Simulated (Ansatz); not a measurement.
# AlO (doublet): wave-function methods side by side at distance Al1–O2 = 2.239 Å, 6-31G

How much of the correlation energy of AlO (doublet) does each wave-function method recover here?

Method: 6-31G, core rule «outside noble gas», up to 6 orbitals frozen; program: Ansatz 0.2.0, Gaussian basis.

To be run: UHF; CCSD(T) on ROHF; CCSD(T) on UHF; BCCD(T) on ROHF; CISD; CCSDT(Q) on ROHF; CCSDT(Q) on UHF; CISDTQ; CCSDTQ on ROHF; CCSDTQ on UHF; CASSCF and MRCISD+Q, 3 electrons in 3 orbitals; CASSCF and NEVPT2, 3 electrons in 3 orbitals; Full CI.

33 further runs of the same task are left out: 13 for a known fault of the program, 15 that didn't finish, 5 set aside as unsound or not needed.

### Step 1. What is computed

The geometry derives from a PBE0/def2-TZVP stationary point (not a proven minimum). One bond is set to the value named and the two fragments are kept rigid.

2 atoms, charge 0, spin multiplicity 2.

Atoms are counted from 1 here; the program's logs count them from 0.

Bond lengths: Al1–O2 2.239 Å.

### Step 2. UHF

Input file in.yaml:

```yaml
crystal:
  periodic: [false, false, false]
  atoms:
    - {symbol: Al, position_ang: [0.000000, 0.000000, 0.000000]}
    - {symbol: O, position_ang: [0.000000, 0.000000, 2.239000]}
basis:
  gaussian: {orbitals: 6-31G}
magnetization: {spin_polarized: true, initial_magnetization: 1}
hamiltonian: {xc: hf}
output: {orbitals: {seedname: orbitals}}
```

Command:

```bash
$ ansatz run in.yaml --threads 1 --pin off --events-out ev --progress --plain --max-ram 2393MiB
```

After this run come: CCSD(T) on ROHF; CCSD(T) on UHF; BCCD(T) on ROHF; CISD; CCSDT(Q) on ROHF; CCSDT(Q) on UHF; CISDTQ; CCSDTQ on ROHF; CCSDTQ on UHF; CASSCF and MRCISD+Q, 3 electrons in 3 orbitals; CASSCF and NEVPT2, 3 electrons in 3 orbitals; Full CI.

**Question.** What will the summary of the whole plan be? Wanted: FCI below the RHF energy; RMP2 from FCI; UMP2 from FCI; RCCSD from FCI; RCCSD(T) from FCI; UCCSD(T) from FCI; RCCSDT(Q) from FCI; UCCSDT(Q) from FCI; MRCISD+Q pair from FCI.

As calculated:

| quantity | value |
| --- | --- |
| FCI below the RHF energy | -3.9481 eV |
| RMP2 from FCI | +653.0 meV |
| UMP2 from FCI | +642.1 meV |
| RCCSD from FCI | +125.0 meV |
| RCCSD(T) from FCI | +34.3 meV |
| UCCSD(T) from FCI | +35.4 meV |
| RCCSDT(Q) from FCI | +0.8 meV |
| UCCSDT(Q) from FCI | -6.3 meV |
| MRCISD+Q pair from FCI | +23.1 meV |
| levels within 1 kcal/mol (43 meV) | RCCSD(T), UCCSD(T), BCCD(T), RCCSDT, UCCSDT, CISDTQ, RCCSDT(Q), UCCSDT(Q), RCCSDTQ, UCCSDTQ, MRCISD+Q pair |
| T1 diagnostic | 0.036 |
| effectively unpaired electrons | 1.10 |

RCCSD(T) misses by +34.3 meV, 0.9 % of the correlation energy. UCCSDT(Q) falls below full CI: unrestricted runs freeze a spin-polarised core, another one than full CI's, and coupled cluster isn't variational. One determinant dominates. These misses are within one basis, not against nature; the frozen cores of restricted and unrestricted runs differ, which can shift their rows.
